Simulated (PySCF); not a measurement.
How methods differ on the ionisation energy of He

He 1s2 (1S) → He⁺ 1s1 (2S), as a difference of total energies. Computed with PySCF 2.14 in aug-cc-pVDZ (3s2p, 9 functions), with the non-relativistic Hamiltonian (point nucleus). Correlated levels: valence: nothing frozen. The calculations carry no spin-orbit coupling.

```csv
method,ionisation energy (eV),error (eV)
UHF,23.438,-1.149
LDA,24.284,-0.303
PBE,24.443,-0.144
PBE0,24.430,-0.157
r2SCAN,24.599,+0.012
wB97X-V,24.706,+0.119
B97-3,24.691,+0.104
PBEsol,24.145,-0.442
M06-L,24.602,+0.015
MP2 (valence),24.172,-0.415
SCS-MP2 (valence),24.319,-0.268
```

Reference: 24.587 eV (measured; NIST Atomic Spectra Database, ionization energies).

Errors of the correlated levels include the incompleteness of this basis.

MP2 underrates the near-degeneracy of ns² with np² in the lower species.
